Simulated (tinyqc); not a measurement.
RHF in the sto-3g basis, for OH-, spin multiplicity 1, step by step. The basis has no diffuse functions, so it cannot describe the extra electron: this is an exercise in the method, not the real anion. Computed by tinyqc, a small Python program that keeps every step (integrals from PySCF). Settings: charge = -1, multiplicity = 1, basis = sto-3g, energy threshold = 1e-08, iteration cap = 66, orthogonalisation = symmetric, start = core, DIIS depth = 6, method = RHF. Command: `OMP_NUM_THREADS=1 python tinyqc.py 30424 30425 out.jsonl` (the two numbers bound the seeds that draw the settings). One thread of a shared host (Intel(R) Xeon(R) Processor @ 2.60GHz), about 0.07 s of CPU time with the checks. Later iterations appear only in the table of the cycle.

## One-electron integrals

Geometry (angstrom):

| atom | x | y | z |
|---|---|---|---|
| O | 0.000000 | 0.000000 | 0.000000 |
| H | 0.000000 | 0.000000 | 1.118000 |

Basis sto-3g: exponents (1/bohr^2) and contraction coefficients of normalised primitives:

| element | l (shell) | exponent | coefficient |
|---|---|---|---|
| O | s (1) | 130.709320 | 0.154329 |
| O | s (1) | 23.808861 | 0.535328 |
| O | s (1) | 6.443608 | 0.444635 |
| O | s (2) | 5.033151 | -0.099967 |
| O | s (2) | 1.169596 | 0.399513 |
| O | s (2) | 0.380389 | 0.700115 |
| O | p (3) | 5.033151 | 0.155916 |
| O | p (3) | 1.169596 | 0.607684 |
| O | p (3) | 0.380389 | 0.391957 |
| H | s (1) | 3.425251 | 0.154329 |
| H | s (1) | 0.623914 | 0.535328 |
| H | s (1) | 0.168855 | 0.444635 |

Overlap, kinetic and nuclear-attraction integrals over the contracted functions; the nuclear repulsion is the sum of Za Zb / Rab.

nuclear repulsion = 3.78659900 hartree

overlap S, lower triangle:
```
           1O 1s     1O 2s    1O 2px    1O 2py    1O 2pz     2H 1s
1O 1s   1.000000
1O 2s   0.236704  1.000000
1O 2px  0.000000  0.000000  1.000000
1O 2py  0.000000  0.000000  0.000000  1.000000
1O 2pz  0.000000  0.000000  0.000000  0.000000  1.000000
2H 1s   0.036796  0.375733  0.000000  0.000000  0.333750  1.000000
```

kinetic energy T (hartree), lower triangle:
```
            1O 1s     1O 2s    1O 2px    1O 2py    1O 2pz     2H 1s
1O 1s   29.003200
1O 2s   -0.168011  0.808128
1O 2px   0.000000  0.000000  2.528731
1O 2py   0.000000  0.000000  0.000000  2.528731
1O 2pz   0.000000  0.000000  0.000000  0.000000  2.528731
2H 1s   -0.008662  0.064588  0.000000  0.000000  0.176153  0.760032
```

nuclear attraction V (hartree), lower triangle:
```
             1O 1s      1O 2s     1O 2px     1O 2py     1O 2pz      2H 1s
1O 1s   -61.091780
1O 2s    -7.295117  -9.523076
1O 2px    0.000000   0.000000  -9.421458
1O 2py    0.000000   0.000000   0.000000  -9.421458
1O 2pz   -0.011379  -0.139512   0.000000   0.000000  -9.507788
2H 1s    -1.161735  -2.726978   0.000000   0.000000  -2.161720  -4.940101
```

core Hamiltonian H = T + V (hartree), lower triangle:
```
             1O 1s      1O 2s     1O 2px     1O 2py     1O 2pz      2H 1s
1O 1s   -32.088580
1O 2s    -7.463128  -8.714948
1O 2px    0.000000   0.000000  -6.892727
1O 2py    0.000000   0.000000   0.000000  -6.892727
1O 2pz   -0.011379  -0.139512   0.000000   0.000000  -6.979057
2H 1s    -1.170397  -2.662391   0.000000   0.000000  -1.985567  -4.180069
```

## Two-electron integrals

Functions are numbered as in S; the eight-fold symmetry (ij|kl) = (ji|kl) = (kl|ij) leaves the list below.

Two-electron integrals (ij|kl) in chemists' order, unique and non-zero (hartree):
```
(11|11) 4.785065   (21|11) 0.741380   (21|21) 0.136873   (22|11) 1.118947
(22|21) 0.256633   (22|22) 0.817206   (31|31) 0.024477   (32|31) 0.037809
(32|32) 0.180518   (33|11) 1.115814   (33|21) 0.256684   (33|22) 0.817023
(33|33) 0.880159   (41|41) 0.024477   (42|41) 0.037809   (42|42) 0.180518
(43|43) 0.047444   (44|11) 1.115814   (44|21) 0.256684   (44|22) 0.817023
(44|33) 0.785270   (44|44) 0.880159   (51|51) 0.024477   (52|51) 0.037809
(52|52) 0.180518   (53|53) 0.047444   (54|54) 0.047444   (55|11) 1.115814
(55|21) 0.256684   (55|22) 0.817023   (55|33) 0.785270   (55|44) 0.785270
(55|55) 0.880159   (61|11) 0.116643   (61|21) 0.021369   (61|22) 0.039866
(61|33) 0.039788   (61|44) 0.039788   (61|51) 0.000979   (61|52) 0.001844
(61|55) 0.040029   (61|61) 0.003379   (62|11) 0.303212   (62|21) 0.070500
(62|22) 0.250937   (62|33) 0.246527   (62|44) 0.246527   (62|51) 0.005301
(62|52) 0.041658   (62|55) 0.259510   (62|61) 0.011240   (62|62) 0.097954
(63|31) 0.007136   (63|32) 0.042411   (63|53) 0.008500   (63|63) 0.013471
(64|41) 0.007136   (64|42) 0.042411   (64|54) 0.008500   (64|64) 0.013471
(65|11) 0.226641   (65|21) 0.053348   (65|22) 0.202725   (65|33) 0.193674
(65|44) 0.193674   (65|51) 0.010632   (65|52) 0.074017   (65|55) 0.220594
(65|61) 0.008855   (65|62) 0.096178   (65|65) 0.106821   (66|11) 0.463843
(66|21) 0.109582   (66|22) 0.448937   (66|33) 0.431375   (66|44) 0.431375
(66|51) 0.010047   (66|52) 0.110763   (66|55) 0.483502   (66|61) 0.017595
(66|62) 0.227378   (66|65) 0.254766   (66|66) 0.774606
```

## Orthogonalisation

S = U s U^T; symmetric (Loewdin) form X = U s^(-1/2) U^T, so that X^T S X = 1.

eigenvalues of S: 0.475840  0.839883  1.000000  1.000000  1.135506  1.548771

X, lower triangle:
```
            1O 1s      1O 2s    1O 2px    1O 2py     1O 2pz     2H 1s
1O 1s    1.022802
1O 2s   -0.129941   1.090467
1O 2px   0.000000   0.000000  1.000000
1O 2py   0.000000   0.000000  0.000000  1.000000
1O 2pz  -0.006267   0.059491  0.000000  0.000000   1.051630
2H 1s    0.020115  -0.229885  0.000000  0.000000  -0.200250  1.117914
```

## Starting guess

The start is the orbitals of the core Hamiltonian; D = 2 C_occ C_occ^T.

D at the start, lower triangle:
```
            1O 1s      1O 2s    1O 2px    1O 2py     1O 2pz     2H 1s
1O 1s    2.124478
1O 2s   -0.536289   2.308485
1O 2px   0.000000   0.000000  2.000000
1O 2py   0.000000   0.000000  0.000000  2.000000
1O 2pz  -0.032222   0.185239  0.000000  0.000000   2.175874
2H 1s    0.068873  -0.293706  0.000000  0.000000  -0.329636  0.080719
```

## Iteration 1: building the Fock matrix

J_ij = sum D_kl (ij|kl), K_ij = sum D_kl (ik|jl); F = H + J - 0.5 K; E = tr D H + tr D J / 2 - 0.25 tr D K + E_nn.

Coulomb J (hartree), lower triangle:
```
            1O 1s     1O 2s    1O 2px    1O 2py    1O 2pz     2H 1s
1O 1s   18.570757
1O 2s    3.541127  8.794931
1O 2px   0.000000  0.000000  8.788605
1O 2py   0.000000  0.000000  0.000000  8.788605
1O 2pz   0.003252  0.000368  0.000000  0.000000  8.784160
2H 1s    0.553229  2.612654  0.000000  0.000000  2.068541  4.485606
```

exchange K (hartree), lower triangle:
```
           1O 1s     1O 2s    1O 2px    1O 2py    1O 2pz     2H 1s
1O 1s   9.840861
1O 2s   1.715991  2.859643
1O 2px  0.000000  0.000000  2.358167
1O 2py  0.000000  0.000000  0.000000  2.358167
1O 2pz  0.001290  0.005377  0.000000  0.000000  2.354243
2H 1s   0.283575  0.737517  0.000000  0.000000  0.435044  0.306048
```

Fock matrix F (hartree), lower triangle:
```
             1O 1s      1O 2s    1O 2px    1O 2py     1O 2pz     2H 1s
1O 1s   -18.438253
1O 2s    -4.779997  -1.349838
1O 2px    0.000000   0.000000  0.716794
1O 2py    0.000000   0.000000  0.000000  0.716794
1O 2pz   -0.008772  -0.141832  0.000000  0.000000   0.627981
2H 1s    -0.758955  -0.418495  0.000000  0.000000  -0.134548  0.152514
```

total energy of this density = -72.94092393 hartree

## Iteration 1: diagonalisation and new density

Diagonalise F' = X^T F X, C = X C', fill 5 alpha and 5 beta electrons from the bottom; D = 2 C_occ C_occ^T. Each column has its largest component positive (the first on a tie).

F' = X^T F X (hartree), lower triangle:
```
            1          2         3         4          5         6
1  -18.069958
2   -2.611221  -0.401652
3    0.000000   0.000000  0.716794
4    0.000000   0.000000  0.000000  0.716794
5   -0.019731  -0.038208  0.000000  0.000000   0.745783
6   -0.085026  -0.308729  0.000000  0.000000  -0.324725  0.409413
```

orbital energies (hartree): MO1 -18.448706, MO2 -0.208418, MO3 0.380358, MO4 0.716794, MO5 0.716794, MO6 0.960352

coefficients C:
```
              MO1        MO2        MO3       MO4        MO5        MO6
1O 1s    0.993725  -0.225871   0.149363  0.000000   0.000000  -0.051335
1O 2s    0.026194   0.817740  -0.697253  0.000000   0.000000   0.326869
1O 2px   0.000000   0.000000   0.000000  0.614671   0.788784   0.000000
1O 2py   0.000000   0.000000   0.000000  0.788784  -0.614671   0.000000
1O 2pz   0.002446   0.161920   0.400139  0.000000   0.000000   0.981463
2H 1s   -0.005684   0.329736   0.752092  0.000000   0.000000  -0.817729
```

D after iteration 1, lower triangle:
```
            1O 1s      1O 2s    1O 2px    1O 2py    1O 2pz     2H 1s
1O 1s    2.121634
1O 2s   -0.525635   2.311093
1O 2px   0.000000   0.000000  2.000000
1O 2py   0.000000   0.000000  0.000000  2.000000
1O 2pz   0.051248  -0.293051  0.000000  0.000000  0.372670
2H 1s    0.064416  -0.509820  0.000000  0.000000  0.708636  1.348802
```

Within a degenerate level the vectors are fixed only up to a rotation; this is one choice.

## Iteration 2: building the Fock matrix

As before.

Coulomb J (hartree), lower triangle:
```
            1O 1s     1O 2s    1O 2px    1O 2py    1O 2pz     2H 1s
1O 1s   17.490544
1O 2s    3.298826  8.207527
1O 2px   0.000000  0.000000  8.219309
1O 2py   0.000000  0.000000  0.000000  8.219309
1O 2pz   0.003691  0.110133  0.000000  0.000000  8.160148
2H 1s    0.515488  2.552647  0.000000  0.000000  2.105991  4.924525
```

exchange K (hartree), lower triangle:
```
           1O 1s      1O 2s    1O 2px    1O 2py    1O 2pz     2H 1s
1O 1s   9.795306
1O 2s   1.656127   2.642970
1O 2px  0.000000   0.000000  2.290160
1O 2py  0.000000   0.000000  0.000000  2.290160
1O 2pz  0.006504  -0.031977  0.000000  0.000000  1.329787
2H 1s   0.272405   0.878007  0.000000  0.000000  0.773329  1.436252
```

Fock matrix F (hartree), lower triangle:
```
             1O 1s      1O 2s    1O 2px    1O 2py     1O 2pz     2H 1s
1O 1s   -19.495689
1O 2s    -4.992366  -1.828906
1O 2px    0.000000   0.000000  0.181502
1O 2py    0.000000   0.000000  0.000000  0.181502
1O 2pz   -0.010940  -0.013390  0.000000  0.000000   0.516197
2H 1s    -0.791112  -0.548747  0.000000  0.000000  -0.266241  0.026330
```

total energy of this density = -74.04101146 hartree

## Iteration 2: DIIS over 2 matrices

error matrix X^T (FDS - SDF) X:
```
           1          2         3         4          5          6
1   0.000000  -0.002793  0.000000  0.000000   0.003918  -0.000570
2   0.002793   0.000000  0.000000  0.000000  -0.166049   0.096051
3   0.000000   0.000000  0.000000  0.000000   0.000000   0.000000
4   0.000000   0.000000  0.000000  0.000000   0.000000   0.000000
5  -0.003918   0.166049  0.000000  0.000000   0.000000  -0.100826
6   0.000570  -0.096051  0.000000  0.000000   0.100826   0.000000
```

B (overlaps of the stored error matrices):
```
                1               2
1   1.3953312e+00  -5.5519393e-02
2  -5.5519393e-02   9.3974427e-02
```

Minimise |sum c_i e_i|^2 with sum c_i = 1: solve [B -1; -1 0][c; lambda] = [0; -1] with B_ij = tr e_i^T e_j, and take F = sum c_i F_i.

DIIS coefficients: 0.093414  0.906586

extrapolated F (hartree), lower triangle:
```
             1O 1s      1O 2s    1O 2px    1O 2py     1O 2pz     2H 1s
1O 1s   -19.396910
1O 2s    -4.972527  -1.784155
1O 2px    0.000000   0.000000  0.231506
1O 2py    0.000000   0.000000  0.000000  0.231506
1O 2pz   -0.010737  -0.025388  0.000000  0.000000   0.526639
2H 1s    -0.788108  -0.536580  0.000000  0.000000  -0.253939  0.038118
```

## Iteration 2: diagonalisation and new density

As before.

F' = X^T F X (hartree), lower triangle:
```
            1          2         3         4          5         6
1  -19.029376
2   -2.641008  -0.810269
3    0.000000   0.000000  0.231506
4    0.000000   0.000000  0.000000  0.231506
5   -0.038955   0.115136  0.000000  0.000000   0.695309
6   -0.085378  -0.363047  0.000000  0.000000  -0.459919  0.364399
```

orbital energies (hartree): MO1 -19.405451, MO2 -0.567188, MO3 0.113619, MO4 0.231506, MO5 0.231506, MO6 1.079082

coefficients C:
```
              MO1        MO2        MO3       MO4        MO5        MO6
1O 1s    0.994440  -0.248526   0.090412  0.000000   0.000000  -0.067839
1O 2s    0.023315   0.937172  -0.471675  0.000000   0.000000   0.401345
1O 2px   0.000000   0.000000   0.000000  0.994242  -0.107154   0.000000
1O 2py   0.000000   0.000000   0.000000  0.107154   0.994242   0.000000
1O 2pz   0.002124   0.030485   0.498485  0.000000   0.000000   0.948780
2H 1s   -0.004992   0.189058   0.743127  0.000000   0.000000  -0.868952
```

D after iteration 2, lower triangle:
```
            1O 1s      1O 2s    1O 2px    1O 2py    1O 2pz     2H 1s
1O 1s    2.117700
1O 2s   -0.504742   2.202624
1O 2px   0.000000   0.000000  2.000000
1O 2py   0.000000   0.000000  0.000000  2.000000
1O 2pz   0.079209  -0.413008  0.000000  0.000000  0.498843
2H 1s    0.030475  -0.346902  0.000000  0.000000  0.752381  1.176010
```

Within a degenerate level the vectors are fixed only up to a rotation; this is one choice.

## Iteration 6 (converged): orbitals

converged F (hartree), lower triangle:
```
             1O 1s      1O 2s    1O 2px    1O 2py     1O 2pz      2H 1s
1O 1s   -19.427485
1O 2s    -4.979907  -1.787145
1O 2px    0.000000   0.000000  0.222638
1O 2py    0.000000   0.000000  0.000000  0.222638
1O 2pz   -0.019393  -0.014546  0.000000  0.000000   0.498999
2H 1s    -0.789551  -0.559957  0.000000  0.000000  -0.282289  -0.001203
```

As before.

F' = X^T F X (hartree), lower triangle:
```
            1          2         3         4          5         6
1  -19.059269
2   -2.646318  -0.800475
3    0.000000   0.000000  0.222638
4    0.000000   0.000000  0.000000  0.222638
5   -0.050623   0.137719  0.000000  0.000000   0.677122
6   -0.081022  -0.387625  0.000000  0.000000  -0.485296  0.339760
```

orbital energies (hartree): MO1 -19.436051, MO2 -0.578364, MO3 0.074263, MO4 0.222638, MO5 0.222638, MO6 1.097290

coefficients C:
```
              MO1        MO2        MO3       MO4        MO5        MO6
1O 1s    0.994441  -0.244928   0.095311  0.000000   0.000000  -0.073922
1O 2s    0.023327   0.917797  -0.488860  0.000000   0.000000   0.424863
1O 2px   0.000000   0.000000   0.000000  0.633787   0.773508   0.000000
1O 2py   0.000000   0.000000   0.000000  0.773508  -0.633787   0.000000
1O 2pz   0.002575   0.026453   0.511781  0.000000   0.000000   0.941795
2H 1s   -0.005110   0.222938   0.725019  0.000000   0.000000  -0.876186
```

D after iteration 6, lower triangle:
```
            1O 1s      1O 2s    1O 2px    1O 2py    1O 2pz     2H 1s
1O 1s    2.115975
1O 2s   -0.496382   2.163762
1O 2px   0.000000   0.000000  2.000000
1O 2py   0.000000   0.000000  0.000000  2.000000
1O 2pz   0.089719  -0.451701  0.000000  0.000000  0.525251
2H 1s    0.018835  -0.299882  0.000000  0.000000  0.753870  1.150760
```

Within a degenerate level the vectors are fixed only up to a rotation; this is one choice.

## Convergence

Stop when the energy changes by less than 1e-08 hartree and every element of the error matrix X^T (F D S - S D F) X is below 3e-05.

Course of the cycle:

| iteration | E (hartree) | change | largest element of the error matrix |
|---|---|---|---|
| 1 | -72.94092393 | - | 6.61e-01 |
| 2 | -74.04101146 | -1.10e+00 | 1.66e-01 |
| 3 | -74.06237469 | -2.14e-02 | 3.96e-02 |
| 4 | -74.06353143 | -1.16e-03 | 1.96e-03 |
| 5 | -74.06353351 | -2.08e-06 | 1.06e-04 |
| 6 | -74.06353352 | -8.78e-09 | 1.88e-06 |

PySCF RHF in the same basis = -74.06353352 hartree

Converged in 6 iterations.

## Populations, bond orders and dipole

Mulliken: Z minus the diagonal of D S on the atom; Loewdin: the same with S^(1/2) D S^(1/2); Mayer order: 2 sum_s sum (D(s) S)_ij (D(s) S)_ji over the two atoms.

Charges (e):

| atom | Mulliken | Loewdin |
|---|---|---|
| 1O | -0.709619 | -0.721948 |
| 2H | -0.290381 | -0.278052 |

Mayer bond orders:

| pair | order |
|---|---|
| 2-1 | 0.915679 |

dipole moment about the origin, x y z (debye): 0.000000  0.000000  -0.945179
